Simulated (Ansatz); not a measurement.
## Relative stability

The two ends of one reaction step of CH7NSi, singlet (PBE0-D4/def2-TZVP).

A:

```
10
angstrom
Si -0.7672 1.1655 -0.0130
N 0.5380 0.1066 -0.3573
C 0.5743 -1.2724 0.0792
H -2.0273 0.5386 -0.4962
H -0.5028 2.4426 -0.7251
H -0.9747 1.4765 1.4354
H 1.4502 0.5152 -0.4819
H 1.2033 -1.8747 -0.5824
H 0.9393 -1.4021 1.1069
H -0.4329 -1.6958 0.0344
```

B:

```xyz
10
angstrom
Si -1.2020 1.2538 0.5013
N 0.0852 0.0928 -0.5249
C 0.2945 -1.2180 0.1015
H -0.2888 -0.0207 -1.4617
H -0.7580 2.4357 -0.3626
H -0.0984 1.4797 1.5367
H 0.9627 0.5933 -0.6137
H 0.9615 -1.8512 -0.4870
H 0.7179 -1.0620 1.0930
H -0.6744 -1.7035 0.2174
```

Computed with Ansatz 0.2.0 (basis: def2-TZVPP); correlated methods freeze the cores. B3LYP uses VWN-RPA correlation.

Which structure is lower at CCSD(T), and by how much? (An estimate is asked for; the value comes from the calculation.)

Computed: A, by 31.83 kcal/mol (electronic energy, against the other). By their contacts, A is CH₇NSi ([CH3][NH][SiH3]) and B is CH₇NSi ([CH3][NH2][SiH2]).

All methods give the same order:

```
      method  E(B) − E(A) (kcal/mol)
       SPW92                   28.24
      PBE-D4                   29.07
     BLYP-D4                   30.48
   r2SCAN-D4                   33.34
      B97M-V                   30.64
     PBE0-D4                   31.18
    B3LYP-D4                   32.32
  r2SCAN0-D4                   33.96
    BHLYP-D4                   34.77
CAM-B3LYP-D4                   33.86
     wB97X-V                   34.05
     wB97M-V                   31.27
      B2PLYP                   33.73
    PBE-QIDH                   33.85
  RPA on PBE                   30.77
          HF                   37.84
         MP2                   34.77
        CCSD                   32.50
     CCSD(T)                   31.83
```

No T1 diagnostic of these runs exceeds 0.011.

Labels in which every atom is bracketed show which atoms are joined, not bond orders.

For scale, one of the runs: CCSD(T)/def2-TZVPP, 202 basis functions, launched by `ansatz run in.yaml --threads 2 --pin off --events-out ev --progress --plain --max-ram 4352MiB`. Time: 28 s of wall clock on 2 CPU threads of an Intel Xeon Platinum 8375C; the host was shared. Peak host memory: 2.5 GiB.
